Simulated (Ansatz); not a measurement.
SiB₃ (Imma, No. 74; cell taken from a computed entry) was calculated with PBEsol (plane waves, PAW; Ansatz, a first-principles code).

Input:

Ansatz 0.2 input:
```yaml
crystal:
  lattice:
    - [-4.1579905852, 6.267223308, 3.0997212626]
    - [4.1579905852, -6.267223308, 3.0997212626]
    - [4.1579905852, 6.267223308, -3.0997212626]
  atoms:
    - { symbol: Si, position: [0.313326193, 0.3314602146, 0.5181340216] }
    - { symbol: Si, position: [0.686673807, 0.6685397854, 0.4818659784] }
    - { symbol: Si, position: [0.313326193, 0.7951921713, 0.9818659784] }
    - { symbol: Si, position: [0.686673807, 0.2048078287, 0.0181340216] }
    - { symbol: Si, position: [0.848074532, 0.0022224604, 0.8458520716] }
    - { symbol: Si, position: [0.151925468, 0.9977775396, 0.1541479284] }
    - { symbol: Si, position: [0.6563703888, 0.0022224604, 0.6541479284] }
    - { symbol: Si, position: [0.3436296112, 0.9977775396, 0.3458520716] }
    - { symbol: B, position: [0.1493316353, 0.723392585, 0.4259390503] }
    - { symbol: B, position: [0.8506683647, 0.276607415, 0.5740609497] }
    - { symbol: B, position: [0.7974535347, 0.723392585, 0.0740609497] }
    - { symbol: B, position: [0.2025464653, 0.276607415, 0.9259390503] }
    - { symbol: B, position: [0.1149775314, 0.3914619276, 0.501564123] }
    - { symbol: B, position: [0.8850224686, 0.6085380724, 0.498435877] }
    - { symbol: B, position: [0.3898978046, 0.6134134084, 0.998435877] }
    - { symbol: B, position: [0.6101021954, 0.3865865916, 0.001564123] }
    - { symbol: B, position: [0.8850224686, 0.3865865916, 0.2764843962] }
    - { symbol: B, position: [0.1149775314, 0.6134134084, 0.7235156038] }
    - { symbol: B, position: [0.6101021954, 0.6085380724, 0.2235156038] }
    - { symbol: B, position: [0.3898978046, 0.3914619276, 0.7764843962] }
    - { symbol: B, position: [0.1529160378, 0.4788888729, 0.3230067258] }
    - { symbol: B, position: [0.8470839622, 0.5211111271, 0.6769932742] }
    - { symbol: B, position: [0.6558821471, 0.829909312, 0.1769932742] }
    - { symbol: B, position: [0.3441178529, 0.170090688, 0.8230067258] }
    - { symbol: B, position: [0.8470839622, 0.170090688, 0.3259728351] }
    - { symbol: B, position: [0.1529160378, 0.829909312, 0.6740271649] }
    - { symbol: B, position: [0.3441178529, 0.5211111271, 0.1740271649] }
    - { symbol: B, position: [0.6558821471, 0.4788888729, 0.8259728351] }
    - { symbol: B, position: [0.3412831106, 0.2720827648, 0.0692003458] }
    - { symbol: B, position: [0.6587168894, 0.7279172352, 0.9307996542] }
    - { symbol: B, position: [0.702882419, 0.2720827648, 0.4307996542] }
    - { symbol: B, position: [0.297117581, 0.7279172352, 0.5692003458] }
basis:
  ecutwfc: 520
  ecutrho_ratio: 4
  xc_grid: 2
kpoints:
  mp_grid: { grid: [8, 8, 8] }
  band_path:
    path:
      - [0.0, 0.0, 0.0]
      - [0.125, -0.125, 0.125]
      - [0.25, -0.25, 0.25]
      - [0.375, -0.375, 0.375]
      - [0.5, -0.5, 0.5]
      - [0.360042, -0.360042, 0.639958]
      - [-0.360042, 0.360042, 0.360042]
      - [-0.288033, 0.288033, 0.288033]
      - [-0.216025, 0.216025, 0.216025]
      - [-0.144017, 0.144017, 0.144017]
      - [-0.072008, 0.072008, 0.072008]
      - [0.051859, 0.051859, -0.051859]
      - [0.103718, 0.103718, -0.103718]
      - [0.155578, 0.155578, -0.155578]
      - [0.207437, 0.207437, -0.207437]
      - [0.259296, 0.259296, -0.259296]
      - [0.311155, 0.311155, -0.311155]
      - [0.688845, -0.311155, 0.311155]
      - [0.625896, -0.374104, 0.374104]
      - [0.562948, -0.437052, 0.437052]
      - [0.0, 0.083333, 0.0]
      - [0.0, 0.166667, 0.0]
      - [0.0, 0.25, 0.0]
      - [0.0, 0.333333, 0.0]
      - [0.0, 0.416667, 0.0]
      - [0.0, 0.5, 0.0]
      - [0.25, 0.25, 0.25]
      - [0.333333, 0.166667, 0.166667]
      - [0.416667, 0.083333, 0.083333]
      - [0.5, 0.0, 0.0]
      - [0.4, 0.0, 0.0]
      - [0.3, 0.0, 0.0]
      - [0.2, 0.0, 0.0]
      - [0.1, 0.0, 0.0]
      - [0.0, 0.0, 0.125]
      - [0.0, 0.0, 0.25]
      - [0.0, 0.0, 0.375]
      - [0.0, 0.0, 0.5]
      - [0.0625, 0.0625, 0.4375]
      - [0.125, 0.125, 0.375]
      - [0.1875, 0.1875, 0.3125]
    npoints: 1
hamiltonian:
  xc: pbesol
  dispersion: none
  pseudopotentials: { kind: paw }
scf:
  occupations: { method: fermi_dirac, width: 0.01 }
  convergence: { dr2_threshold: 0.0000000032 }
output:
  forces: true
  stress: true
  eigenvalues: true
  write_bands: true
```

From the output:

```
Crystal: 32 atoms, lattice volume = 323.103 Å³
Basis set: ecut = 520 eV, 8671 PW (Γ), exchange–correlation on 128×128×128 points (8 copies of the dense FFT grid, shifted against one another)
Bands: 84, of which v1, the nominal top of the filled ones, is band 52 counted from 1 (51 counted from 0)
Symmetry: 8 space group operations
Space group: Imma (ITA 74), of the structure as read, at distance tolerance 6.9e-5 Å
k-points: 95 of 512
Functional: x = pbesol(κ = 0.804, μ = 0.12345679012345678), c = pbesol(β = 0.046)
SCF iter   1: F=—  HF=-8637.362296 eV  |F-HF|=—  |Δ(HF+E_count)|=         —  Δρ=5.97e-3  dr2=3.96e-1
SCF iter   2: F=—  HF=-8637.275532 eV  |F-HF|=—  |Δ(HF+E_count)|=   8.68e-2  Δρ=3.16e-3  dr2=6.14e-2
  ...
SCF iter   7: F=—  HF=-8637.259135 eV  |F-HF|=—  |Δ(HF+E_count)|=   2.12e-8  Δρ=1.56e-6  dr2=1.02e-8
SCF iter   8: F=-8637.259135 eV  HF=-8637.259135 eV  |F-HF|=4.73e-11  |Δ(HF+E_count)|=   5.54e-9  Δρ=3.58e-7  dr2=6.06e-10
SCF 1 converged in 8 iterations: F = -8637.259135 eV  dr2 = 6.06e-10
SCF converged after 8 iterations
Free energy (F): -8637.259135 eV
  ...
  atom   8  Si     0.00000000     0.00067961     0.00027707
  atom   9  B      0.00000000     0.00124663    -0.00056116
  atom  10  B      0.00000000    -0.00124663     0.00056116
  atom  11  B      0.00000000    -0.00124663    -0.00056116
  atom  12  B      0.00000000     0.00124663     0.00056116
  atom  13  B     -0.00100152     0.00058345     0.00018533
  atom  14  B      0.00100152    -0.00058345    -0.00018533
  atom  15  B      0.00100152    -0.00058345     0.00018533
  atom  16  B     -0.00100152     0.00058345    -0.00018533
  atom  17  B     -0.00100152    -0.00058345    -0.00018533
  atom  18  B      0.00100152     0.00058345     0.00018533
  atom  19  B      0.00100152     0.00058345    -0.00018533
  atom  20  B     -0.00100152    -0.00058345     0.00018533
  atom  21  B      0.00018258    -0.00005470    -0.00033424
  atom  22  B     -0.00018258     0.00005470     0.00033424
  atom  23  B     -0.00018258     0.00005470    -0.00033424
  atom  24  B      0.00018258    -0.00005470     0.00033424
  atom  25  B      0.00018258     0.00005470     0.00033424
  atom  26  B     -0.00018258    -0.00005470    -0.00033424
  atom  27  B     -0.00018258    -0.00005470     0.00033424
  atom  28  B      0.00018258     0.00005470    -0.00033424
  atom  29  B      0.00000000    -0.00146963     0.00041592
  atom  30  B      0.00000000     0.00146963    -0.00041592
  atom  31  B      0.00000000     0.00146963     0.00041592
  atom  32  B      0.00000000    -0.00146963    -0.00041592
--- Stress (GPa, compression-positive) ---
        0.005922      -0.000000       0.000000
       -0.000000       0.003591       0.000000
        0.000000       0.000000       0.001958
  P = ⅓ Tr σ = 0.0038 GPa (0.038 kbar)
```

The PAW data were made under PBE.

Computing time: very roughly 7 core-minutes.
